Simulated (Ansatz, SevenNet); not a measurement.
Tetradymite Bi₂Te₃, elastic constant C11

Reference value: 68.5 GPa (measured, temperature not stated, no zero-point or thermal correction; as tabulated in Oses et al. (2018), arXiv:1811.08464).

Problem. What do SevenNet-0, SevenNet-l3i5, LDA, PBEsol, r²SCAN give, and how far is each from the reference?

Solution. 
```
level (code)     value (GPa)  cell (Å³/atom)  difference (%)
---------------  -----------  --------------  --------------
SevenNet-0              32.9           36.69             -52
SevenNet-l3i5           44.5           36.40             -35
LDA (Ansatz)            80.2           32.68           +17.1
PBEsol (Ansatz)         73.0           33.58            +6.6
r²SCAN (Ansatz)         62.0           36.45            -9.5
```

The reference's temperature isn't stated, so close values are not ranked against it. Off by more than 25 %, or 35 % on the side where a correction would as a rule narrow the miss (bounds picked here): SevenNet-0 (-52 %), SevenNet-l3i5 (-35 %).

The measured value isn't corrected to a static lattice, so vibrations enter the comparison. A static lattice is as a rule stiffer than a warm one, by over a tenth in soft solids.  Density-functional levels without +SOC have no spin–orbit coupling. LDA: LDA has no dispersion term either, though it tends to give short spacings of layers, chains or molecules. PBEsol, r²SCAN: the cell comes from a level without a dispersion term, which matters for the spacing of layers, chains or molecules. Each level is taken at its own relaxed cell. Cutoffs differ between the levels. Ansatz's density-functional and Hartree–Fock values are scalar-relativistic unless marked +SOC, with PAW data made under PBE.

Machine-learned potentials (SevenNet-0, SevenNet-l3i5) are trained on DFT data: a solid inside that data is no test of them.

Differences are worked out from the printed values.

Ansatz is a program for electronic structure.
